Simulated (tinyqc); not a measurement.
Inside a calculation. Method: CCSD on RHF in the sto-6g basis, for H2O, spin multiplicity 1. One step of it, computed by the program tinyqc.

Task: Iteration 1: building the Fock matrix. J_ij = sum D_kl (ij|kl), K_ij = sum D_kl (ik|jl); F = H + J - 0.5 K; E = tr D H + tr D J / 2 - 0.25 tr D K + E_nn.

D at the start, order 1O 1s, 1O 2s, 1O 2px, 1O 2py, 1O 2pz, 2H 1s, 3H 1s:
```
[[2.126953, -0.585735, 0.000000, 0.000000, -0.049938, 0.085478, 0.085478],
 [-0.585735, 2.687024, 0.000000, 0.000000, 0.313318, -0.380163, -0.380163],
 [0.000000, 0.000000, 2.000000, 0.000000, 0.000000, 0.000000, 0.000000],
 [0.000000, 0.000000, 0.000000, 2.362394, 0.000000, -0.370470, 0.370470],
 [-0.049938, 0.313318, 0.000000, 0.000000, 2.166820, -0.234905, -0.234905],
 [0.085478, -0.380163, 0.000000, -0.370470, -0.234905, 0.128941, 0.012747],
 [0.085478, -0.380163, 0.000000, 0.370470, -0.234905, 0.012747, 0.128941]]
```

core Hamiltonian H = T + V (hartree), order 1O 1s, 1O 2s, 1O 2px, 1O 2py, 1O 2pz, 2H 1s, 3H 1s:
```
[[-32.995826, -7.293407, 0.000000, 0.000000, -0.018078, -1.618371, -1.618371],
 [-7.293407, -9.210996, 0.000000, 0.000000, -0.203687, -3.505025, -3.505025],
 [0.000000, 0.000000, -7.445052, 0.000000, 0.000000, 0.000000, 0.000000],
 [0.000000, 0.000000, 0.000000, -7.594372, 0.000000, -1.969616, 1.969616],
 [-0.018078, -0.203687, 0.000000, 0.000000, -7.526268, -1.514547, -1.514547],
 [-1.618371, -3.505025, 0.000000, -1.969616, -1.514547, -4.925354, -1.397014],
 [-1.618371, -3.505025, 0.000000, 1.969616, -1.514547, -1.397014, -4.925354]]
```

Two-electron integrals (ij|kl) in chemists' order, unique and non-zero (hartree):
```
(11|11) 4.787491    (21|11) 0.675884    (21|21) 0.121505    (22|11) 1.117379
(22|21) 0.249212    (22|22) 0.817383    (31|31) 0.025762    (32|31) 0.039145
(32|32) 0.180664    (33|11) 1.117381    (33|21) 0.249212    (33|22) 0.817382
(33|33) 0.880663    (41|41) 0.025762    (42|41) 0.039145    (42|42) 0.180664
(43|43) 0.047461    (44|11) 1.117381    (44|21) 0.249212    (44|22) 0.817382
(44|33) 0.785741    (44|44) 0.880663    (51|51) 0.025762    (52|51) 0.039145
(52|52) 0.180664    (53|53) 0.047461    (54|54) 0.047461    (55|11) 1.117381
(55|21) 0.249212    (55|22) 0.817382    (55|33) 0.785741    (55|44) 0.785741
(55|55) 0.880663    (61|11) 0.158925    (61|21) 0.027378    (61|22) 0.054907
(61|33) 0.054788    (61|41) 0.001076    (61|42) 0.002100    (61|44) 0.055019
(61|51) 0.000794    (61|52) 0.001549    (61|54) 0.000170    (61|55) 0.054914
(61|61) 0.006288    (62|11) 0.378766    (62|21) 0.085622    (62|22) 0.309995
(62|33) 0.304901    (62|41) 0.005504    (62|42) 0.040262    (62|44) 0.314799
(62|51) 0.004059    (62|52) 0.029693    (62|54) 0.007300    (62|55) 0.310284
(62|61) 0.019386    (62|62) 0.145001    (63|31) 0.009610    (63|32) 0.053768
(63|43) 0.008345    (63|53) 0.006154    (63|63) 0.020748    (64|11) 0.217172
(64|21) 0.049799    (64|22) 0.192318    (64|33) 0.183603    (64|41) 0.012434
(64|42) 0.077489    (64|44) 0.206418    (64|51) 0.002083    (64|52) 0.017494
(64|54) 0.010672    (64|55) 0.186934    (64|61) 0.011803    (64|62) 0.109394
(64|64) 0.102437    (65|11) 0.160164    (65|21) 0.036727    (65|22) 0.141835
(65|33) 0.135407    (65|41) 0.002083    (65|42) 0.017494    (65|44) 0.139925
(65|51) 0.011146    (65|52) 0.066670    (65|54) 0.011677    (65|55) 0.150173
(65|61) 0.008705    (65|62) 0.080678    (65|64) 0.060246    (65|65) 0.065179
(66|11) 0.514925    (66|21) 0.118563    (66|22) 0.490093    (66|33) 0.470394
(66|41) 0.010092    (66|42) 0.100199    (66|44) 0.508670    (66|51) 0.007443
(66|52) 0.073896    (66|54) 0.028228    (66|55) 0.491213    (66|61) 0.027140
(66|62) 0.287485    (66|64) 0.247796    (66|65) 0.182749    (66|66) 0.774999
(71|11) 0.158925    (71|21) 0.027378    (71|22) 0.054907    (71|33) 0.054788
(71|41) -0.001076   (71|42) -0.002100   (71|44) 0.055019    (71|51) 0.000794
(71|52) 0.001549    (71|54) -0.000170   (71|55) 0.054914    (71|61) 0.006191
(71|62) 0.018714    (71|64) 0.010358    (71|65) 0.008401    (71|66) 0.025828
(71|71) 0.006288    (72|11) 0.378766    (72|21) 0.085622    (72|22) 0.309995
(72|33) 0.304901    (72|41) -0.005504   (72|42) -0.040262   (72|44) 0.314799
(72|51) 0.004059    (72|52) 0.029693    (72|54) -0.007300   (72|55) 0.310284
(72|61) 0.018714    (72|62) 0.117177    (72|64) 0.060923    (72|65) 0.063332
(72|66) 0.190123    (72|71) 0.019386    (72|72) 0.145001    (73|31) 0.009610
(73|32) 0.053768    (73|43) -0.008345   (73|53) 0.006154    (73|63) 0.016223
(73|73) 0.020748    (74|11) -0.217172   (74|21) -0.049799   (74|22) -0.192318
(74|33) -0.183603   (74|41) 0.012434    (74|42) 0.077489    (74|44) -0.206418
(74|51) -0.002083   (74|52) -0.017494   (74|54) 0.010672    (74|55) -0.186934
(74|61) -0.010358   (74|62) -0.060923   (74|64) -0.015954   (74|65) -0.032188
(74|66) -0.087656   (74|71) -0.011803   (74|72) -0.109394   (74|74) 0.102437
(75|11) 0.160164    (75|21) 0.036727    (75|22) 0.141835    (75|33) 0.135407
(75|41) -0.002083   (75|42) -0.017494   (75|44) 0.139925    (75|51) 0.011146
(75|52) 0.066670    (75|54) -0.011677   (75|55) 0.150173    (75|61) 0.008401
(75|62) 0.063332    (75|64) 0.032188    (75|65) 0.049910    (75|66) 0.112514
(75|71) 0.008705    (75|72) 0.080678    (75|74) -0.060246   (75|75) 0.065179
(76|11) 0.139506    (76|21) 0.031832    (76|22) 0.124195    (76|33) 0.121466
(76|44) 0.123966    (76|51) 0.002420    (76|52) 0.020692    (76|55) 0.127152
(76|61) 0.007123    (76|62) 0.057076    (76|64) 0.037160    (76|65) 0.035716
(76|66) 0.115504    (76|71) 0.007123    (76|72) 0.057076    (76|74) -0.037160
(76|75) 0.035716    (76|76) 0.027327    (77|11) 0.514925    (77|21) 0.118563
(77|22) 0.490093    (77|33) 0.470394    (77|41) -0.010092   (77|42) -0.100199
(77|44) 0.508670    (77|51) 0.007443    (77|52) 0.073896    (77|54) -0.028228
(77|55) 0.491213    (77|61) 0.025828    (77|62) 0.190123    (77|64) 0.087656
(77|65) 0.112514    (77|66) 0.326067    (77|71) 0.027140    (77|72) 0.287485
(77|74) -0.247796   (77|75) 0.182749    (77|76) 0.115504    (77|77) 0.774999
```

nuclear repulsion = 8.84840293 hartree

Give: Coulomb J; exchange K; Fock matrix F; total energy of this density.

Result:

Coulomb J (hartree), order 1O 1s, 1O 2s, 1O 2px, 1O 2py, 1O 2pz, 2H 1s, 3H 1s:
```
[[18.8314, 3.3943, 0.0000, 0.0000, 0.0045, 0.7686, 0.7686],
 [3.3943, 8.8765, 0.0000, 0.0000, -0.0043, 3.2586, 3.2586],
 [0.0000, 0.0000, 8.8813, 0.0000, 0.0000, 0.0000, 0.0000],
 [0.0000, 0.0000, 0.0000, 8.8726, 0.0000, 1.9783, -1.9783],
 [0.0045, -0.0043, 0.0000, 0.0000, 8.8757, 1.4560, 1.4560],
 [0.7686, 3.2586, 0.0000, 1.9783, 1.4560, 4.9292, 1.2747],
 [0.7686, 3.2586, 0.0000, -1.9783, 1.4560, 1.2747, 4.9292]]
```

exchange K (hartree), order 1O 1s, 1O 2s, 1O 2px, 1O 2py, 1O 2pz, 2H 1s, 3H 1s:
```
[[9.8978, 1.5969, 0.0000, 0.0000, 0.0014, 0.3873, 0.3873],
 [1.5969, 2.8531, 0.0000, 0.0000, 0.0018, 0.9151, 0.9151],
 [0.0000, 0.0000, 2.3798, 0.0000, 0.0000, 0.0000, 0.0000],
 [0.0000, 0.0000, 0.0000, 2.3691, 0.0000, 0.4147, -0.4147],
 [0.0014, 0.0018, 0.0000, 0.0000, 2.3718, 0.3044, 0.3044],
 [0.3873, 0.9151, 0.0000, 0.4147, 0.3044, 0.4463, 0.2676],
 [0.3873, 0.9151, 0.0000, -0.4147, 0.3044, 0.2676, 0.4463]]
```

Fock matrix F (hartree), order 1O 1s, 1O 2s, 1O 2px, 1O 2py, 1O 2pz, 2H 1s, 3H 1s:
```
[[-19.1133, -4.6976, 0.0000, 0.0000, -0.0143, -1.0434, -1.0434],
 [-4.6976, -1.7610, 0.0000, 0.0000, -0.2089, -0.7039, -0.7039],
 [0.0000, 0.0000, 0.2463, 0.0000, 0.0000, 0.0000, 0.0000],
 [0.0000, 0.0000, 0.0000, 0.0937, 0.0000, -0.1986, 0.1986],
 [-0.0143, -0.2089, 0.0000, 0.0000, 0.1635, -0.2107, -0.2107],
 [-1.0434, -0.7039, 0.0000, -0.1986, -0.2107, -0.2193, -0.2561],
 [-1.0434, -0.7039, 0.0000, 0.1986, -0.2107, -0.2561, -0.2193]]
```

total energy of this density = -73.971164 hartree
